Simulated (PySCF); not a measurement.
**Cl₂+: from the state search to spectroscopic constants**

The task here is to estimate one member of a computed series from the others.

Program: PySCF 2.14.0. Level of theory: Cl aug-pcseg-1, no relativity. These are calculated values, not measurements.

The first run:

A driver script around PySCF takes these settings:

```json
{
  "atoms": "Cl, Cl",
  "charge": "1",
  "basis": "Cl aug-pcseg-1",
  "Hamiltonian": "no relativity",
  "basis functions": "54",
  "electrons treated": "33",
  "masses in u": "34.9689, 34.9689",
  "levels": "PBE0, PBE, r²SCAN, TPSSh, M06-L, B3LYP, LC-ωPBE, HF, MP2, SCS-MP2, CCSD, CCSD(T)",
  "grid": "80 radial by 434 angular points",
  "occupations": "held fixed by the projection of orbital angular momentum",
  "dissociation limit": "Cl+ + Cl, each in its ground configuration",
  "starting distance in angstrom": "2.040",
  "values of 2S to try": "1, 3"
}
```

Launch:

```console
> OMP_NUM_THREADS=1 python dia.py task.json out
```

Among the steps run: Set-up; The PBE0 curve of the state that the search chose; Higher solutions at PBE0; PBE; r²SCAN (meta-GGA); TPSSh (hybrid meta-GGA); M06-L (meta-GGA); B3LYP; LC-ωPBE (range-separated hybrid); UHF; Adding correlation.

One table of the session follows, with a row left open; its other results are not shown here.

Energy (eV) from each level's lowest point:

```
R (Å)    UHF  UHF-MP2  UHF-SCS-MP2  UHF-CCSD  UHF-CCSD(T)
1.654  1.408    1.779        1.786       n/a          n/a
1.731  0.545    0.821        0.825     0.825        0.884
1.808  0.117    0.287        0.289     0.286        0.326
1.865  0.000    0.083        0.083     0.081        0.106
1.923  0.012    0.000        0.000     0.000        0.007
1.981  0.121    0.006        0.007     0.012        0.000
2.058      ?        ?            ?         ?            ?
2.154  0.803    0.335        0.341     0.383        0.302
2.269  1.405    0.667        0.679     0.767        0.633
2.423  2.254    1.114        1.138       n/a          n/a
```

**Question.** Estimate the row for R (Å) = 2.058.

Worked estimate for «UHF». A straight line through the neighbours (1.981, 0.121) and (2.154, 0.803) gives 0.121 + (0.803 − 0.121) × (2.058 − 1.981) / (2.154 − 1.981) = 0.425; a parabola fitted to 4 rows on both sides gives 0.388.

As computed: UHF: 0.374; UHF-MP2: 0.111; UHF-SCS-MP2: 0.112; UHF-CCSD: 0.130; UHF-CCSD(T): 0.089. In «UHF» the line misses by +0.051 and the parabola by +0.014.
